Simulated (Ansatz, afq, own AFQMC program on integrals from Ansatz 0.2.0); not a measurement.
**BSiH₂, quartet: AFQMC among the cluster methods**

```xyz
4

Si    0.0000    0.0000    0.6500
B     0.0000    0.0000   -1.3428
H     0.0000   -1.0760   -1.8539
H     0.0000    1.0760   -1.8539
```

Connectivity, by distances: Si–BH2.

Basis cc-pVDZ. Noble-gas cores (and the filled d shells of Ga–Kr and In–Xe) are frozen. Ansatz 0.2.0 and our own AFQMC program on the same integrals; the CISD trial comes from CCSD amplitudes, and released means the phaseless constraint is let go. ± is one standard error of the sampling.

Determinant: UHF, the one that the program's search chose, which needn't be the lowest solution. The geometry is a PBE0/def2-TZVP stationary point of this or a neighbouring charge and spin state.

No full CI on the walks' own integrals is used here; CCSDT(Q) serves as the reference and is uncertain by about the last step of the cluster series.

Cautions: lower spins were not checked.

- T1 diagnostic: 0.0396
- weight of the determinant in the CISD state: 0.868
- ⟨S²⟩ of the determinant: 3.753
- size of the correlated space: 9 electrons in 36 orbitals

```
  level  correlation energy (eV)
    MP2                  -3.6466
   CCSD                  -4.5749
CCSD(T)                  -4.7311
```

Q: Estimate where AFQMC with the constraint released lies against CCSD(T) on the same integrals.

A: 5.8 ± 1.2 kJ/mol below CCSD(T).

Reference: CCSDT(Q), correlation energy -4.779 eV. The released energy is read at 2.40 1/Eh (meV from the phaseless value at times in 1/Eh: -9 ± 10 at 0.24, -20 ± 10 at 0.51, -19 ± 9 at 0.99, -33 ± 10 at 1.62, -40 ± 12 at 2.40).

```json
{"level": "CCSD(T)", "E − E(reference) (kJ/mol)": "4.7", "share of correlation (%)": "98.99"}
{"level": "CCSDT", "E − E(reference) (kJ/mol)": "0.9", "share of correlation (%)": "99.81"}
{"level": "ph-AFQMC/HF", "E − E(reference) (kJ/mol)": "0.6 ± 5.0", "share of correlation (%)": "99.86"}
{"level": "ph-AFQMC/CISD", "E − E(reference) (kJ/mol)": "2.7 ± 0.9", "share of correlation (%)": "99.42"}
{"level": "released AFQMC", "E − E(reference) (kJ/mol)": "-1.2 ± 1.2", "share of correlation (%)": "100.25"}
```

A walk keeps the symmetry of its determinant, which the program's search chose and which needn't be the lowest solution, so a lower state of the same spin and another symmetry isn't excluded. Released energies are given only where the last usable release times agree within the noise; a slower fall can still hide under it.
